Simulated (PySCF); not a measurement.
Calculation: B3LYP-D3(BJ)/def2-TZVP (PySCF). All species are isolated molecules in the gas phase. B3LYP has the VWN-RPA correlation part, as in Gaussian. Delta-SCF ions had no search for a lower state. Excitations are Tamm–Dancoff values on a coarser integration grid. The basis has no diffuse functions, so Rydberg states are missing or too high.

Reference species (SMILES): `FB(F)F` (neutral, multiplicity 1).

* **vertical ionisation energy (Delta-SCF)**: 15.21 eV
* **S1 excitation (TDA)**: 10.48 eV
* **S1 oscillator strength**: 0.000

Changed species: `[SiH3]B([SiH3])[SiH3]` (3 of 3 F replaced by SiH3; the reference has 0 of 3 F replaced by SiH3).

What does the change do to the vertical ionisation energy (Delta-SCF), S1 excitation (TDA) and S1 oscillator strength?

the vertical ionisation energy (Delta-SCF) falls by 5.49 eV, to 9.72 eV; the S1 excitation (TDA) falls by 7.21 eV, to 3.27 eV; the S1 oscillator strength hardly moves.
